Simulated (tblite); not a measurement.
A geometry optimisation, step by step.

Compound: C3H4NO (doublet state).
Atom-mapped SMILES: `[CH2:1]=[C:2][NH:3][CH:4]=[O:5]` (hydrogens: H6, H7 on C1; H8 on N3; H9 on C4)
Bond orders are those of one Lewis drawing.

Computed with GFN2-xTB (tblite), gas phase: L-BFGS steps from a force-field or distance-geometry start until the largest atomic force falls under 0.01 eV/Å. 8 of its 72 geometries are shown.

Step 0: E = -416.1297 eV, largest atomic force 4.245 eV/Å
```
atom  x, y, z in Å  |  force x, y, z in eV/Å
C1      1.730    0.376    0.056   -1.504   1.483   0.678
C2      0.500    0.838    0.381    1.028  -4.068  -0.644
N3     -0.469   -0.218    0.473   -1.687   1.253  -0.803
C4     -1.613   -0.144   -0.391    0.846   1.880  -0.565
O5     -1.817    0.768   -1.203    0.917  -1.805   1.958
H6      1.820   -0.703   -0.114    0.331   0.564  -0.175
H7      2.573    1.040   -0.049   -0.023  -0.265   0.032
H8     -0.342   -1.012    1.161   -0.372   1.313  -1.004
H9     -2.368   -0.939   -0.340    0.463  -0.355   0.523
```

Step 10: E = -416.9046 eV, largest atomic force 0.371 eV/Å
```
atom  x, y, z in Å  |  force x, y, z in eV/Å
C1      1.762    0.340    0.052    0.101   0.022  -0.014
C2      0.522    0.623    0.324    0.225  -0.224   0.155
N3     -0.576   -0.145    0.484   -0.117  -0.177  -0.163
C4     -1.632   -0.085   -0.374   -0.292  -0.144  -0.178
O5     -1.825    0.754   -1.213    0.025   0.019   0.025
H6      2.084   -0.669   -0.221   -0.004   0.113  -0.009
H7      2.521    1.091    0.029    0.174   0.148   0.007
H8     -0.553   -0.943    1.115    0.083   0.148   0.145
H9     -2.291   -0.961   -0.220   -0.194   0.094   0.031
```

Step 20: E = -416.9926 eV, largest atomic force 0.136 eV/Å
```
atom  x, y, z in Å  |  force x, y, z in eV/Å
C1      1.823    0.339    0.048    0.014   0.043  -0.078
C2      0.561    0.484    0.311    0.022  -0.088   0.031
N3     -0.562   -0.262    0.393   -0.009   0.045   0.070
C4     -1.679   -0.105   -0.386    0.037   0.023  -0.044
O5     -1.827    0.723   -1.248    0.075   0.007  -0.096
H6      2.264   -0.587   -0.320   -0.056  -0.066  -0.014
H7      2.526    1.153    0.118   -0.089   0.073   0.072
H8     -0.658   -0.865    1.205    0.089  -0.048  -0.036
H9     -2.433   -0.873   -0.147   -0.082   0.010   0.095
```

Step 30: E = -417.0169 eV, largest atomic force 0.112 eV/Å
```
atom  x, y, z in Å  |  force x, y, z in eV/Å
C1      1.824    0.342    0.035    0.028   0.051  -0.029
C2      0.565    0.421    0.326    0.041  -0.031  -0.022
N3     -0.570   -0.299    0.399    0.016   0.047   0.034
C4     -1.679   -0.103   -0.383    0.044  -0.031  -0.049
O5     -1.739    0.647   -1.327    0.018   0.008   0.003
H6      2.305   -0.541   -0.394   -0.070   0.058   0.006
H7      2.472    1.192    0.177    0.016  -0.044  -0.001
H8     -0.648   -0.908    1.205   -0.100  -0.047   0.020
H9     -2.517   -0.745   -0.062    0.007  -0.011   0.039
```

Step 41: E = -417.0245 eV, largest atomic force 0.140 eV/Å
```
atom  x, y, z in Å  |  force x, y, z in eV/Å
C1      1.812    0.361    0.018   -0.011  -0.055   0.034
C2      0.575    0.402    0.399   -0.037  -0.038  -0.061
N3     -0.566   -0.312    0.424   -0.046   0.016   0.094
C4     -1.651   -0.113   -0.389    0.062  -0.010  -0.053
O5     -1.661    0.594   -1.366   -0.048   0.055  -0.058
H6      2.255   -0.499   -0.488   -0.007   0.085  -0.042
H7      2.475    1.192    0.195    0.022  -0.032  -0.002
H8     -0.706   -0.918    1.223    0.048  -0.012   0.131
H9     -2.519   -0.701   -0.043    0.017  -0.008  -0.043
```

Step 51: E = -417.0679 eV, largest atomic force 0.107 eV/Å
```
atom  x, y, z in Å  |  force x, y, z in eV/Å
C1      1.734    0.386   -0.032   -0.071  -0.054   0.018
C2      0.612    0.294    0.614    0.058  -0.022  -0.049
N3     -0.581   -0.325    0.569   -0.038  -0.004   0.036
C4     -1.530   -0.159   -0.410    0.035  -0.004   0.032
O5     -1.374    0.451   -1.438    0.041   0.031  -0.041
H6      2.002   -0.271   -0.863   -0.008   0.085   0.064
H7      2.482    1.105    0.261    0.005  -0.019  -0.056
H8     -0.853   -0.827    1.407   -0.006   0.012  -0.027
H9     -2.479   -0.648   -0.132   -0.016  -0.027   0.023
```

Step 61: E = -417.0718 eV, largest atomic force 0.027 eV/Å
```
atom  x, y, z in Å  |  force x, y, z in eV/Å
C1      1.702    0.396   -0.042    0.005  -0.019  -0.018
C2      0.627    0.254    0.672   -0.005   0.013   0.011
N3     -0.585   -0.327    0.611   -0.010  -0.007  -0.003
C4     -1.487   -0.167   -0.412    0.007  -0.020  -0.006
O5     -1.270    0.401   -1.452    0.007   0.011   0.015
H6      1.897   -0.186   -0.942    0.009   0.009   0.014
H7      2.486    1.074    0.253   -0.015   0.001  -0.014
H8     -0.895   -0.815    1.443   -0.005  -0.003   0.002
H9     -2.461   -0.623   -0.157    0.007   0.014   0.000
```

Step 71: E = -417.0722 eV, largest atomic force 0.009 eV/Å
```
atom  x, y, z in Å  |  force x, y, z in eV/Å
C1      1.696    0.395   -0.044    0.008  -0.003  -0.001
C2      0.625    0.254    0.676   -0.006   0.002   0.001
N3     -0.584   -0.333    0.615    0.001  -0.004   0.004
C4     -1.482   -0.167   -0.411   -0.002  -0.001   0.003
O5     -1.257    0.409   -1.445    0.001   0.001  -0.003
H6      1.896   -0.198   -0.936   -0.002   0.001  -0.002
H7      2.474    1.085    0.237    0.001   0.003   0.000
H8     -0.897   -0.820    1.446   -0.001   0.002  -0.003
H9     -2.458   -0.620   -0.163   -0.001   0.000   0.000
```

**Question.** Summarise the path.

**Answer.** The energy falls by 0.9425 eV from step 0 to step 71; nine tenths of that is first reached at step 17. It rises by more than 0.2 meV at step 47. The largest force goes from 4.245 to 0.009 eV/Å. Among the bonds C2–N3 changes most, from 1.436 to 1.346 Å; the atoms move by 0.538 Å rms after alignment.

**Question.** Follow the three bonds and two angles with the largest change from start to end.

**Answer.** 
```csv
step,E above end (eV),largest force (eV/Å),C2–N3 (Å),N3–C4 (Å),C1=C2 (Å),C1–C2–N3 (°),N3–C4–H9 (°)
0,0.9425,4.245,1.436,1.436,1.354,112.2,118.9
3,0.3614,0.796,1.354,1.363,1.310,125.3,116.5
6,0.2505,0.479,1.365,1.368,1.301,129.0,110.2
9,0.1838,0.462,1.350,1.363,1.302,131.5,109.3
12,0.1424,0.483,1.351,1.365,1.297,135.5,110.4
15,0.1088,0.283,1.351,1.375,1.299,139.4,109.9
19,0.0825,0.162,1.350,1.371,1.298,138.7,110.4
22,0.0736,0.162,1.349,1.371,1.295,141.6,111.1
25,0.0653,0.137,1.344,1.371,1.294,142.6,110.7
28,0.0592,0.131,1.346,1.370,1.296,141.5,110.8
31,0.0543,0.110,1.345,1.372,1.294,143.9,111.4
34,0.0528,0.061,1.344,1.372,1.294,144.5,111.0
37,0.0514,0.073,1.346,1.371,1.295,143.6,110.9
40,0.0492,0.105,1.346,1.371,1.294,143.1,111.2
43,0.0407,0.269,1.346,1.370,1.297,141.0,110.1
46,0.0250,0.484,1.346,1.374,1.303,139.1,109.1
49,0.0129,0.278,1.344,1.373,1.298,140.8,110.0
52,0.0031,0.124,1.345,1.374,1.298,141.8,111.3
56,0.0013,0.046,1.346,1.373,1.298,140.5,111.1
59,0.0007,0.042,1.346,1.373,1.298,140.1,111.1
62,0.0004,0.035,1.345,1.373,1.298,140.2,111.0
65,0.0003,0.014,1.346,1.373,1.298,140.0,111.0
68,0.0001,0.027,1.345,1.373,1.298,140.0,111.2
71,0.0000,0.009,1.346,1.373,1.298,139.8,111.1
```

The cost below is that of the whole relaxation. On one thread, Arm Neoverse V1 (aarch64), no GPU (shared host), this took 0.26 s.
